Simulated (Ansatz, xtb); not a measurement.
# Two conformers of H2NOS

Structure X: `[NH]SO`, a doublet. Structure Y: `[NH]SO`, a doublet. Both are isolated molecules in the gas phase, relaxed with B3LYP-D3(BJ)/def2-SVP.

X (Å):

```xyz
5

N    -0.9565   -1.5194    0.0152
O     0.1645    0.6792   -1.0714
S    -0.3718   -0.0742    0.3446
H    -1.0967   -1.6788   -0.9908
H     1.0972    0.4415   -1.2042
```

Y (Å):

```yaml
atoms:
  - { symbol: N, position_ang: [0.2722, -1.2086, 1.5669] }
  - { symbol: O, position_ang: [-1.2571, 0.0908, 3.0773] }
  - { symbol: S, position_ang: [-1.2952, -1.0783, 1.8949] }
  - { symbol: H, position_ang: [0.3908, -1.9176, 0.8314] }
  - { symbol: H, position_ang: [-0.3112, 0.3116, 3.1814] }
```

Question: Which of the two would you expect CCSD(T)/def2-TZVP electronic energies to favour?

Answer: Too close to call at this level: CCSD(T)/def2-TZVP gives E(Y) − E(X) = −0.005 eV.

Level by level:

```json
{"level": "B3LYP-D3(BJ)/def2-SVP", "geometry": "B3LYP-D3(BJ)/def2-SVP", "E(Y) − E(X) (eV)": "+0.034", "departure from the last row (eV)": "+0.039", "job, with rough time for the two": "optimisation, 2 min"}
{"level": "HF/def2-TZVP", "geometry": "B3LYP-D3(BJ)/def2-SVP", "E(Y) − E(X) (eV)": "+0.029", "departure from the last row (eV)": "+0.035", "job, with rough time for the two": "part of the CCSD(T) run"}
{"level": "MP2/def2-TZVP", "geometry": "B3LYP-D3(BJ)/def2-SVP", "E(Y) − E(X) (eV)": "−0.015", "departure from the last row (eV)": "−0.009", "job, with rough time for the two": "part of the CCSD(T) run"}
{"level": "CCSD(T)/def2-TZVP", "geometry": "B3LYP-D3(BJ)/def2-SVP", "E(Y) − E(X) (eV)": "−0.005", "departure from the last row (eV)": "", "job, with rough time for the two": "single point, 2.2 min"}
```

The largest departure from CCSD(T)/def2-TZVP is that of B3LYP-D3(BJ)/def2-SVP, 0.039 eV. Levels run at GFN2-xTB geometries aren't shown.

With harmonic frequencies from B3LYP-D3(BJ)/def2-SVP (ideal gas, rigid rotor, one conformer each, 298.15 K, 1 atm): the zero-point term adds −0.002 eV; ΔH is 0.000 and ΔG −0.035 eV.

Open shells are spin-unrestricted. The correlated steps freeze 7 core orbitals. Mirror images aren't counted in ΔG. Run with Ansatz 0.2.0; the last row on 1 thread of Arm Neoverse N1 on a shared host.
